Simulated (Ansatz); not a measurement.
## OSi: an active-space calculation, step by step

Computed with the Ansatz DFT code, driven from Python.

The cells in order, each with its output:

```python
import ansatz as az
```

```python
GEOMETRY = """
O    -0.65187    0.23551   -0.32965
Si    0.65187   -0.23551    0.32965
"""
```

```python
osi = az.Crystal.molecule()
for line in GEOMETRY.strip().splitlines():
    symbol, *xyz = line.split()
    osi = osi.atom(symbol, [float(v) for v in xyz])
```

```python
setup = (
    osi.calculation()
    .basis(gaussian="cc-pVDZ")
    .correlation(active_electrons=6, active_orbitals=6)
)
for method in [None, "sc_nevpt2", "fic_mrcisd_q"]:
    data = (setup if method is None else setup.correlation(method)).run().report
    space = data["configurations"]
    state = space["states"][0]
    print(method or "casscf", f"total {data['free_energy_ev'] / 27.211386246:.6f} Ha, active-space state {state['energy']['hartree']:.6f} Ha, mean field {data['reference_energy_ev'] / 27.211386246:.6f} Ha")
    print("  determinants", state["n_determinants"], " natural occupations", [round(n, 3) for n in space["natural_occupations"]])
print("effectively unpaired electrons, sum of min(n, 2 - n):", round(sum(min(n, 2 - n) for n in space["natural_occupations"]), 3))
```

    casscf total -363.910105 Ha, active-space state -363.910105 Ha, mean field -363.788902 Ha
      determinants 400  natural occupations [1.973, 1.952, 1.952, 0.048, 0.048, 0.027]
    sc_nevpt2 total -364.042724 Ha, active-space state -363.910084 Ha, mean field -363.788902 Ha
      determinants 112  natural occupations [1.973, 1.952, 1.952, 0.048, 0.048, 0.027]
    fic_mrcisd_q total -364.083202 Ha, active-space state -363.910084 Ha, mean field -363.788902 Ha
      determinants 112  natural occupations [1.973, 1.952, 1.952, 0.048, 0.048, 0.027]
    effectively unpaired electrons, sum of min(n, 2 - n): 0.245

Notes:
- Total energies depend on the basis set; only differences at equal settings carry meaning.
- The geometry is a force-field or estimated start, not a minimum of this method, and the basis set is short of its limit. The active space starts as a window about the frontier orbitals and is then optimised, not chosen by chemistry.
- Run time: 3.4 s on 1 thread of Arm Neoverse N1, on a shared host, peak memory 0.16 GiB.
